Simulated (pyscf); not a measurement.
Single points on ωB97X-D3(BJ)/def2-SVP structures (PySCF, gas phase).

### Question
Estimate the classical barrier height and the reaction energy of H₃C–AlH₂ + H₂O → H₃C–AlH–OH + H₂ at PBE/def2-TZVP. The step runs on the singlet surface, breaks Al–H, H–O and forms Al–O, H–H; take the separated reactants as zero.

### Answer
ΔE‡ = -10.5 kcal/mol, ΔE = -30.2 kcal/mol. ωB97M-D3(BJ)/def2-TZVP gives -6.6 kcal/mol and -30.7 kcal/mol. Zero-point energy shifts the barrier by +0.7 kcal/mol. It is a four-centre exchange, with an imaginary mode of 1280i cm⁻¹. On the reactant side the descent ends in an adduct with a Al–O contact, 21.7 kcal/mol under the separated species and 14.4 kcal/mol under the saddle at ωB97X-D3(BJ)/def2-TZVP. At PBE the saddle lies under the separated reactants, which points to a path from their complex (located at ωB97X-D3(BJ) alone). What is counted as formed (Al–O) is already present as a longer contact in the reactant adduct; forming that adduct is a step of its own. At the saddle there is also a short Al–H contact that neither side keeps. One saddle was located; it need not be the lowest between these sides.
